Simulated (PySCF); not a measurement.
# Basis-set dependence of population analyses: `N#CC(F)(F)F`

Compound: C₂F₃N.
Cartesian coordinates in Å at the PBE0-D3(BJ)/def2-SVP level; atoms count from 1:
```
atom  x, y, z in Å
N1     2.1867    0.0841   -0.0019
C2     1.0342    0.0321   -0.0077
C3    -0.4504   -0.0375   -0.0134
F4    -0.8543   -1.0215   -0.8005
F5    -0.8985   -0.2560    1.2125
F6    -0.9546    1.1028   -0.4582
```

PBE0 throughout (PySCF), one geometry, spherical d and f functions. Isolated species at its PBE0-D3(BJ)/def2-SVP geometry, gas phase. Atoms taken as equivalent share a column and are averaged.

Mulliken charges (e):

```tsv
basis	functions	N1	C2	C3	F4/F5/F6
STO-3G	30	-0.153	+0.038	+0.369	-0.085
6-31G	54	-0.226	+0.098	+0.860	-0.244
6-31G*	84	-0.323	+0.110	+1.028	-0.272
def2-SVP	84	-0.009	-0.196	+0.644	-0.147
6-311+G(2d,p)	162	-0.239	+0.240	+0.729	-0.243
def2-TZVP	186	+0.032	-0.255	+0.588	-0.122
```

IAO charges (e):

```json
{"basis": "STO-3G", "functions": "30", "N1": "-0.117", "C2": "+0.006", "C3": "+0.456", "F4/F5/F6": "-0.115"}
{"basis": "6-31G", "functions": "54", "N1": "-0.131", "C2": "+0.080", "C3": "+0.740", "F4/F5/F6": "-0.230"}
{"basis": "6-31G*", "functions": "84", "N1": "-0.153", "C2": "+0.081", "C3": "+0.818", "F4/F5/F6": "-0.248"}
{"basis": "def2-SVP", "functions": "84", "N1": "-0.140", "C2": "+0.075", "C3": "+0.810", "F4/F5/F6": "-0.248"}
{"basis": "6-311+G(2d,p)", "functions": "162", "N1": "-0.151", "C2": "+0.090", "C3": "+0.820", "F4/F5/F6": "-0.253"}
{"basis": "def2-TZVP", "functions": "186", "N1": "-0.152", "C2": "+0.086", "C3": "+0.831", "F4/F5/F6": "-0.255"}
```

Hirshfeld charges (e):

```
        basis  functions      N1      C2      C3  F4/F5/F6
       STO-3G         30  -0.136  -0.003  +0.303    -0.055
        6-31G         54  -0.128  +0.049  +0.295    -0.072
       6-31G*         84  -0.154  +0.060  +0.284    -0.063
     def2-SVP         84  -0.146  +0.056  +0.284    -0.065
6-311+G(2d,p)        162  -0.150  +0.063  +0.288    -0.067
    def2-TZVP        186  -0.151  +0.063  +0.284    -0.065
```

Problem. Which scheme is steadiest as the basis changes?

Solution. Largest range over the bases for any column: Hirshfeld 0.07 e, IAO 0.38 e, Mulliken 0.66 e. Hirshfeld charges move least and Mulliken charges most, counted in e. Without the minimal STO-3G basis the ranges are Hirshfeld 0.03, IAO 0.09, Mulliken 0.49 e.

Problem. How much do the charges still move between the two largest bases, 6-311+G(2d,p) and def2-TZVP?

Solution. At most, over all atoms: Mulliken 0.494 e, IAO 0.011 e, Hirshfeld 0.004 e.

Problem. What do the same runs give for the total energy, the frontier levels and the dipole moment?

Solution. 
| basis | energy (Eh) | HOMO (eV) | LUMO (eV) | μ (D) |
| --- | --- | --- | --- | --- |
| STO-3G | -424.0522 | -7.41 | 2.98 | 1.89 |
| 6-31G | -429.8930 | -11.33 | -0.82 | 0.99 |
| 6-31G* | -430.0183 | -10.76 | -0.40 | 1.52 |
| def2-SVP | -429.6985 | -11.03 | -0.64 | 1.33 |
| 6-311+G(2d,p) | -430.1631 | -11.12 | -0.93 | 1.41 |
| def2-TZVP | -430.2102 | -11.06 | -0.82 | 1.46 |

The dipole is fixed by the density alone, so its range of 0.90 D shows that the density itself changes with the basis, not only its division among atoms.
